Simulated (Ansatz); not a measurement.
Rock-salt MgO, relaxed in Ansatz (plane waves) with several semilocal functionals. Each gives its own volume and its own zone-centre TO phonon frequency:

| level | V0 (Å³/atom) | TO(Γ) frequency (cm⁻¹) | ln V0 | ln ω_TO |
|---|---|---|---|---|
| LDA | 8.997 | 408.0 | 2.1969 | 6.0113 |
| r²SCAN | 9.290 | 398.3 | 2.2289 | 5.9872 |
| PBEsol | 9.357 | 387.2 | 2.2361 | 5.9589 |
| PBE | 9.623 | 364.5 | 2.2642 | 5.8985 |
| BLYP | 9.758 | 345.8 | 2.2781 | 5.8459 |
| RPBE | 9.932 | 345.6 | 2.2958 | 5.8453 |

### Question
Fit a straight line to ln ω_TO against ln V0. What does it predict for r²SCAN+rVV10, whose volume is 9.230 Å³/atom?

### Answer
With x = ln V0 and y = ln ω_TO: means 2.25000 and 5.92452; Σ(Δx Δy) = -0.01262, Σ(Δx²) = 0.006547, so the slope is -1.93. At x = 2.2225 the line gives y = 5.92452 + (-1.93) × (2.2225 − 2.25000) = 5.9776, or 394.5 cm⁻¹. The run with r²SCAN+rVV10 gives 405.4 cm⁻¹, +2.8 % from the line. The rows used scatter about it by up to 2.4 %, while the largest value lies 18 % above the smallest.

Measured: 396 cm⁻¹ (measured, temperature not stated, not corrected to a static lattice; as tabulated in He et al. (2014), arXiv:1309.4805).

Ansatz's density-functional and Hartree–Fock values are scalar-relativistic unless marked +SOC, with PAW data made under PBE.

Ansatz is a quantum-chemistry and plane-wave program.
